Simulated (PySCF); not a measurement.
N: ionisation energy

N [He] 2s2 2p3 (4S) → N⁺ [He] 2s2 2p2 (3P), as a difference of total energies. Computed with PySCF 2.14 in def2-TZVPPD, with the non-relativistic Hamiltonian (point nucleus). Correlated levels: valence and next inner shell: nothing frozen. The calculations carry no spin-orbit coupling.

```
                                method  ionisation energy (eV)
                                   UHF                  13.898
    MP2 (valence and next inner shell)                  14.583
SCS-MP2 (valence and next inner shell)                  14.326
   CCSD (valence and next inner shell)                  14.448
CCSD(T) (valence and next inner shell)                  14.468
  CCSDT (valence and next inner shell)                  14.469
```

How much does correlation contribute at CCSD(T) (valence and next inner shell)?

14.468 − (13.898) = 0.570 eV, measured against UHF.

A first-order spin-orbit estimate (lowest level to lowest level, LS coupling) adds -0.012 eV.

Errors of the correlated levels include the incompleteness of this basis.

For comparison: 14.534 eV (measured; NIST Atomic Spectra Database, ionization energies).
